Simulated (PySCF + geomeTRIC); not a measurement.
A geometry relaxed with TPSSh-D3(BJ)/def2-TZVP (PySCF + geomeTRIC), charge 0, multiplicity 2:

```xyz
7

H      1.5137     0.7601     0.1399
H      1.3186    -1.0579    -0.1643
C     -0.6165     0.0675    -0.0014
C      0.8615    -0.0810    -0.0622
H     -0.9986    -0.0620     1.0239
H     -0.9370     1.0601    -0.3297
H     -1.1236    -0.6790    -0.6190
```

Task: Write the SMILES of this molecule.

Result: `[CH2]C`
